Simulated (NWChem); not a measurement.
Species: C2H4O2 anion, doublet; SMILES of the neutral closed-shell parent COC=O

```xyz
8

C     -0.6124    -1.2825     0.0715
O      0.4852    -0.5500     0.5251
C      0.6160     0.7656    -0.1400
O     -0.4111     1.5156    -0.1921
H     -0.5293    -1.5012    -1.0185
H     -0.6422    -2.2370     0.6249
H     -1.5652    -0.7434     0.2267
H      1.5850     1.1542     0.2621
```
Atoms are numbered in this order, from 1.

All runs: NWChem. Spin-unrestricted. Coordinates come from a B3LYP/def2-SVPD, spin-unrestricted optimisation. No frequency run checked for a minimum. The spin multiplicity was typed, not searched, and may not be the lowest. No stability test was run on the SCF state. The gas-phase anion has a positive highest level at the geometry level, so the gas reference is doubtful. Level: B3LYP/def2-SVPD with SMD (1 M gas to 1 M solution), gas-phase geometry. Reactions with the solvent are ignored.

For solvent ethyl acetate:

| Property | Value |
|---|---|
| solvation free energy (kcal/mol) | -49.9 |

Problem. How do the values read with solvent tetrahydrofuran instead?

Solution. solvation free energy (kcal/mol): -51.7
